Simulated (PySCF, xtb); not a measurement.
C2H6, SMILES CC.

Harmonic wavenumbers (cm⁻¹) from GFN2-xTB (xtb) at its own minimum, in rising order: 301, 861, 861, 1069, 1209, 1209, 1400, 1434, 1508, 1508, 1509, 1509, 3024, 3024, 3035, 3041, 3041, 3042.

### Question
What does r2SCAN-D4/def2-TZVP run with PySCF give at its own minimum? (The exact figures need the calculation; the answer reports its results.)

### Answer
316, 824, 824, 1009, 1218, 1218, 1398, 1412, 1500, 1500, 1501, 1501, 3031, 3033, 3088, 3088, 3115, 3115. Paired by order, the mean absolute difference is 27 cm⁻¹ and the zero-point energies are 46.6 and 46.7 kcal/mol.
